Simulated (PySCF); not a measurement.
Species: C4H10S.
SMILES: `CC(C)(C)S`

Computed with wB97X-D/def2-SVPD in PySCF (dipole) on a GFN2-xTB geometry, gas phase.

Masses are those of the commonest isotopes; rigid-rotor values at the optimised geometry. 

(1) Give the principal moments of inertia and the rotational constants in cm⁻¹.

(2) Classify the top.

(3) What does the inertial defect say?

(4) List the rotational levels J(Ka,Kc) to J = 3 (MHz).

(5) Which lines would a microwave search look for?

(6) Estimate the classical rotational partition function at 10 K, 298.15 K and 500 K.

Answers

(1) Ia = 112.35, Ib = 167.91, Ic = 169.30 u·Å²; 505379 MHz·u·Å²/I gives 4498, 3010 and 2985 MHz, that is A = 0.15005, B = 0.10040, C = 0.09957 cm⁻¹.

(2) A near-prolate asymmetric top: κ = (2 × 3010 − 4498 − 2985)/(4498 − 2985) = -0.97.

(3) Not planar: Δ = Ic − Ia − Ib = -110.96 u·Å². For a rigid frame Δ = −2 Σ m c², so Σ m c² = 55.48 u·Å² lies off the ab plane: 17.50 from hydrogen and 37.98 from heavier atoms. The atom farthest from that plane is 2.15 Å away.

(4) Above 0(0,0):
J = 1: 1(0,1) 5995, 1(1,1) 7484, 1(1,0) 7508
J = 2: 2(0,2) 17985, 2(1,2) 19449, 2(1,1) 19523, 2(2,1) 23988, 2(2,0) 23989
J = 3: 3(0,3) 35968, 3(1,3) 37397, 3(1,2) 37545, 3(2,2) 41973, 3(2,1) 41975, 3(3,1) 49478, 3(3,0) 49478
The levels of one J sum to (2J + 1)J(J + 1)(A + B + C)/3.

(5) The dipole components are |μa| = 1.73 D, |μb| = 0.69 D, |μc| = 0.00 D; the mirror of this Cs structure is the ab plane, so μc vanishes by symmetry and there are no c-type lines. Intensities carry the squares of the components, which stand as 1.00 : 0.16 (a : b). Some lines, for components of 0.1 D or more:

```tsv
type	branch	J(Ka,Kc)	MHz	lower level (cm⁻¹)
b	Q	1(1,0) ← 1(0,1)	1513	0.200
b	Q	2(1,1) ← 2(0,2)	1538	0.600
b	Q	3(1,2) ← 3(0,3)	1576	1.200
b	Q	3(2,1) ← 3(1,2)	4430	1.252
b	Q	2(2,1) ← 2(1,2)	4540	0.649
b	Q	3(2,2) ← 3(1,3)	4577	1.247
b	R	1(1,1) ← 0(0,0)	7484	0.000
b	Q	3(3,0) ← 3(2,1)	7503	1.400
b	Q	3(3,1) ← 3(2,2)	7505	1.400
a	R	2(1,2) ← 1(1,1)	11965	0.250
a	R	2(0,2) ← 1(0,1)	11990	0.200
a	R	2(1,1) ← 1(1,0)	12015	0.250
b	R	2(1,2) ← 1(0,1)	13454	0.200
b	R	2(2,1) ← 1(1,0)	16480	0.250
b	R	2(2,0) ← 1(1,1)	16505	0.250
b	R	3(0,3) ← 2(1,2)	16520	0.649
a	R	3(1,3) ← 2(1,2)	17948	0.649
a	R	3(2,1) ← 2(2,0)	17986	0.800
b	R	3(1,3) ← 2(0,2)	19412	0.600
b	R	3(2,1) ← 2(1,2)	22526	0.649
b	R	3(3,1) ← 2(2,0)	25489	0.800
b	R	3(3,0) ← 2(2,1)	25489	0.800
```

(6) Point group Cs, symmetry number σ = 1; q = (√π/σ)·√((kT/h)³/(ABC)), k/h = 20836.6 MHz/K: 839 at 10 K, 137000 at 298.15 K, 296000 at 500 K.

Whether it is a minimum is left open (no frequencies). Constants of a rigid frame at the computed geometry: no zero-point averaging, no centrifugal distortion. A rigid rotor knows nothing of internal rotation, which can split or shift real lines.

The run took 22 s of wall time on an Arm Neoverse V1 with one thread, no GPU, shared host. This is the wB97X-D/def2-SVPD job that gave the dipole, with the excitations it also computed.

Shape of the structure used: `[CH3:1][C:2]([CH3:3])([CH3:4])[SH:5]`: H–S5–C2–C1 -60°.
